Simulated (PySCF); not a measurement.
[S4]+, quartet: molecular constants

Computed with UPBE0 in PySCF with S def2-TZVP; no relativity; density-fitted integrals.

The structure is a higher-order saddle point with 2 imaginary modes.

```
Point group                                                                   : D2h
Bond lengths                                                                  : S–S 1.988 Å, S–S 2.237 Å (×4)
Bond angles                                                                   : S–S–S 52.8° (×2), S–S–S 63.6° (×4), S–S–S 127.2° (×2)
Lowest empty level (β)                                                        : -10.75 eV
Rotational constants                                                          : 0.2669, 0.06565, 0.05269 cm⁻¹
Principal polarisabilities                                                    : 35.3, 57.0, 147.6 bohr³
Principal quadrupole moments (Buckingham, traceless) about the centre of mass : -10.01, 1.14, 8.86 D Å
Dipole moment about the centre of mass                                        : 0.00 D
Highest occupied level (β)                                                    : -12.92 eV
Zero-point energy (real modes)                                                : 8.2 kJ/mol
Spin squared ⟨S²⟩                                                             : 3.772
```

Harmonic modes (masses in u: S 31.972):
```
symmetry  ω (cm⁻¹)  IR (km/mol)
     b3g      574i            –
     b3u      218i            –
     b1u       101          0.6
     b2u       301          3.7
      ag       342          0.0
      ag       629          0.0
```

In D2h the vibrations span b3g + b3u + b1u + b2u + 2ag. The ag, b3g modes carry no infrared intensity, as symmetry demands. With a centre of inversion only u modes can be infrared active and only g modes Raman active.

Charges (e):
```csv
atom,Mulliken,Löwdin,polar tensor,spin (Mulliken),Mayer order to S1
S1,0.40,0.34,0.32,0.59,–
S2,0.40,0.34,0.32,0.59,1.27
"S3,4",0.10,0.16,0.18,0.91,0.82
```
Other Mayer orders above 0.3: S–S 0.63, S–S 0.82 (×2).

Mulliken populations on S1: s 5.90, p 9.37, d 0.31, f 0.02.

This need not be the most stable arrangement of these atoms. At this level a doublet minimum of D4h symmetry lies 324 kJ/mol below this structure.

The final relaxation and frequency run took 120 s on 4 threads of a shared Arm Neoverse V1 host, with 148 basis functions and 11 gradients; the process peaked at 1.5 GiB. Launch command: `OMP_NUM_THREADS=4 python axn.py task.json out`.
